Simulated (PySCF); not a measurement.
**Spin states of BH**

Unrestricted PBE0; PySCF, no relativity, basis sets B def2-TZVPPD, H def2-TZVPPD. Outer shells of the fragments: B 2s2 2p1; H 1s1.

Followed along the bond (rough minima from three points):

```tsv
2Ms+1	unpaired	⟨S²⟩ at the start	R at minimum (Å)	Te (eV)
1	none	0.00	1.24	0.00
3	σ ↑, π ↑	2.00	1.19	0.90
1	σ ↑, π ↓	1.01	1.21	1.55
```

Solutions found at the starting distance of 1.135 Å, counted from the lowest of them; the search is not exhaustive and high or unbound solutions are not listed, so other states can lie among these:

```
2Ms+1  unpaired   term  E (eV)  ⟨S²⟩  ⟨Lz²⟩  μ (D)
    1      none    ¹Σ⁺    0.00  0.00   0.00   1.87
    3  σ ↑, π ↑     ³Π    0.82  2.00   1.00   0.23
    1  σ ↑, π ↓  mixed    1.49  1.01   1.00   0.40
    3      π ↑↑    ³Σ⁻    3.97  2.10   0.00  -0.74
    1      π ↑↓  mixed    4.51  1.01   2.01  -0.81
    1      none  mixed    5.63  0.00   2.00  -0.78
```

A term symbol is given only where ⟨S²⟩ and ⟨Lz²⟩ are close to those of a pure state; real π, δ and φ orbitals otherwise mix terms. A positive dipole means B(−)H(+).

Task: Compare the gap between the two lowest followed solutions at the starting distance with the gap between their minima.

Result: At PBE0 the second solution (triplet, unpaired electrons σ ↑, π ↑) lies +0.82 eV from the first (singlet, closed shell) at 1.135 Å and +0.90 eV at the minima; the two curves relax by different amounts, since their minima lie near 1.19 and 1.24 Å.

The measured ground state is X ¹Σ+ (Huber and Herzberg, Constants of Diatomic Molecules (1979)).

Counting both spins, an empty level lies below a filled one in some of these solutions, because spin and occupation are held.
